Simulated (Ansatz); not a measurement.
Species: NO, charge 0, doublet. NO (SMILES [N]=O, doublet).
B3LYP-D3(BJ)/def2-TZVP minimum from Ansatz (a first-principles code):
```xyz
2

N      0.0000     0.0000    -0.6106
O      0.0000     0.0000     0.5343
```
Charge 0, spin multiplicity 2.

Wanted: atomisation energy (electronic, to ground-state atoms), in kcal/mol. Open shells are spin-unrestricted; no spin-orbit coupling. CBS(X,Y): correlation extrapolated as X^-3, Hartree-Fock from the larger set (Q,5: extrapolated as (X+1)exp(-9√X)). A bracket is a step between two methods taken in the basis named. Functionals run without relativity, which enters their misses. 'core' is core correlation in cc-pwCVTZ, 'X2C' scalar relativity in cc-pVTZ-DK, both at CCSD(T). The UHF reference of NO ([N]=O, doublet) is spin-contaminated (<S^2> up to 0.04 over the pure value in the sets run).

CCSD(T)/CBS(cc-pVQZ,cc-pV5Z) + [CCSDT(Q) - CCSD(T)]/cc-pVQZ + [CCSDTQ - CCSDT(Q)]/cc-pVDZ + core + X2C (Ansatz) gives 152.4 kcal/mol.

**Question.** How far off this value is PBE/def2-TZVPD (Ansatz), in which direction, and which of these levels come nearer: r2SCAN/def2-TZVPD, B3LYP/def2-TZVPD, CCSD(T)/CBS(cc-pVQZ,cc-pV5Z) + core + X2C?

**Answer.** PBE gives 171.7 kcal/mol, 19.3 kcal/mol above it. Differences of the others: r2SCAN/def2-TZVPD (Ansatz) -0.4; B3LYP/def2-TZVPD (Ansatz) 2.5; CCSD(T)/CBS(cc-pVQZ,cc-pV5Z) + core + X2C (Ansatz) -0.4 kcal/mol. Nearer than PBE: r2SCAN/def2-TZVPD, B3LYP/def2-TZVPD, CCSD(T)/CBS(cc-pVQZ,cc-pV5Z) + core + X2C.
